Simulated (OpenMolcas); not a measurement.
## CS (carbon monosulfide): the energy, rung by rung

CS: 2 atoms, total charge 0, spin state singlet. SMILES: `[C-]#[S+]`. Geometry: the measured bond length.

```xyz
2

C     0.0000    0.0000    0.0000
S     0.0000    0.0000    1.5349
```

Each level gives the energy change with the C1–S2 bond stretched from 1.535 to 2.686 Å (eV). The values are calculated.

```
                     level                kind     program  value (eV)  less FCI/STO-3G  CPU time (all runs)
    HF/STO-3G (restricted)        Hartree–Fock  OpenMolcas        8.67            +2.45                3.5 s
   PBE/STO-3G (restricted)                 GGA  OpenMolcas        7.89            +1.67                8.3 s
r2SCAN/STO-3G (restricted)            meta-GGA  OpenMolcas        8.57            +2.35                6.8 s
 B3LYP/STO-3G (restricted)       global hybrid  OpenMolcas        8.80            +2.58                5.6 s
B2PLYP/STO-3G (restricted)       double hybrid  OpenMolcas       10.15            +3.93                5.5 s
                FCI/STO-3G  exact in the basis  OpenMolcas        6.22             0.00                3.9 s
```

FCI/STO-3G is exact within its basis and frozen core, so for wave-function methods in that basis the difference is their error; functionals converge differently with the basis, so for them it is only a difference. Spin-restricted single references rise too steeply as a bond breaks. The first shape isn't each level's own minimum. The values span 6.22 to 10.15 eV. All rows use very small basis sets, so even the best lies far from the true value. Times are those of the runs behind each value, whatever else they computed, on shared processors of several kinds: orders of magnitude only.
